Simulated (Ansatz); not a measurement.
For fcc Ni, r²SCAN-D4 (PAW; Ansatz, an electronic-structure program) gives:

```
Item                  Result
-------------------  -------
lattice parameter a  3.468 Å
magnetic moment      0.72 μB
```

Question: What does HSE06 in Ansatz (plane waves, PAW) give for the same quantities?

Answer: 
- lattice constant a: 3.511 Å (increases by 1.2 %)
- magnetic moment: 0.92 μB (increases by 0.20 μB)

For comparison: lattice constant a 3.508 Å (measured, static lattice: zero-point anharmonic expansion removed; as tabulated in Mejia-Rodriguez and Trickey (2018), arXiv:1807.09216).

Changes are worked out from the printed values.

Unless a cell is named, each level is at its own relaxed cell (r²SCAN-D4 10.43, HSE06 10.82 Å³/atom).

Spin-polarised runs: r²SCAN-D4 (parallel moments), HSE06 (parallel moments).

Ansatz's density-functional and Hartree–Fock values are scalar-relativistic unless marked +SOC, with PAW data made under PBE.
